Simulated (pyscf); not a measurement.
Thermochemistry of product channels of H₂Si=Se on the singlet surface, in kJ/mol, from ωB97M-D3(BJ)/def2-TZVP energies (ideal gas, 1 atm, RRHO with modes under 100 cm⁻¹ raised to 100, one conformer, R ln 2 for rigid chiral ones). Optimised with ωB97X-D3(BJ)/def2-SVP in PySCF.

```
products                  ΔE  ΔH(298 K)  ΔG(900 K)  ΔG(1200 K)
---------------------  -----  ---------  ---------  ----------
:Si=Se [singlet] + H₂  +45.9      +38.3      -61.3       -95.1
:HSi–SeH [singlet]     +50.4      +49.1      +39.3       +35.8
```

These are energies of the channels, which say nothing of barriers. Elements up to Kr have no core potential and no relativistic terms here.
